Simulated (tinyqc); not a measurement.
Starting guesses with plain Roothaan steps: SCF starting guesses in the sto-6g basis, for CH3, spin multiplicity 2. Computed by the program tinyqc with PySCF. UHF with one setting changed at a time; a run stops when the energy changes by less than 1e-09 hartree and the error matrix is below 1e-5. Starts: the lowest orbitals of the core Hamiltonian, of the Wolfsberg-Helmholz matrix (K = 1.75), projected atomic densities, random orbitals, and the highest orbitals of the core Hamiltonian (a deliberately bad start).

Geometry (angstrom):
```
atom        x        y       z
C      0.0000   0.0000  0.0980
H      1.3500   0.0000  0.0000
H     -0.6750   1.1690  0.0000
H     -0.6750  -1.1690  0.0000
```

lowest solution found by these runs and by PySCF with stability checks = -39.329061 hartree

Largest element of the error matrix X^T (FDS - SDF) X:
```
iteration     core  Wolfsberg-Helmholz  atomic densities   random  highest core orbitals
1          3.0e-01             2.5e-01           2.8e-01  4.3e+00                9.9e-02
2          1.7e-01             6.9e-02           3.8e-02  3.0e-01                3.6e-01
3          4.8e-02             2.4e-02           1.6e-02  9.0e-02                1.9e-01
4          1.4e-02             8.6e-03           8.7e-03  3.5e-02                5.1e-02
5          7.0e-03             6.1e-03           6.6e-03  2.2e-02                1.5e-02
6          4.4e-03             4.1e-03           5.2e-03  1.3e-02                6.7e-03
8          2.8e-03             2.6e-03           3.4e-03  6.5e-03                3.0e-03
10         1.9e-03             1.7e-03           2.2e-03  4.2e-03                1.9e-03
14         7.9e-04             6.9e-04           8.9e-04  1.8e-03                7.7e-04
20         2.1e-04             1.8e-04           2.3e-04  4.8e-04                2.0e-04
30         2.2e-05             1.8e-05           2.4e-05  5.0e-05                2.0e-05
```

How each run ends:
```
run                    iterations  E (hartree)         state
core                           36   -39.329061  lowest found
Wolfsberg-Helmholz             35   -39.329061  lowest found
atomic densities               36   -39.329061  lowest found
random                         39   -39.329061  lowest found
highest core orbitals          34   -39.329061  lowest found
```

What does the comparison show, and why?

5 of 5 runs reach the lowest solution found, in 34 to 39 iterations (fastest: highest core orbitals). The first errors are 3e-01, 2e-01, 3e-01, 4e+00, 1e-01.
